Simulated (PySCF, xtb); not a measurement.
fluorine cation (F₂), SMILES FF (connectivity only; charge and spin as stated), charge +1, multiplicity 2.

Harmonic wavenumbers (cm⁻¹) from GFN2-xTB (xtb) at its own minimum, in rising order: 859.

### Question
What does PBE0-D3(BJ)/def2-TZVPD (PySCF) give at its own minimum? (An estimate is asked for; the answer gives what the named calculation found.)

### Answer
1302. Paired by order, the mean absolute difference is 444 cm⁻¹ and the zero-point energies are 1.2 and 1.9 kcal/mol.
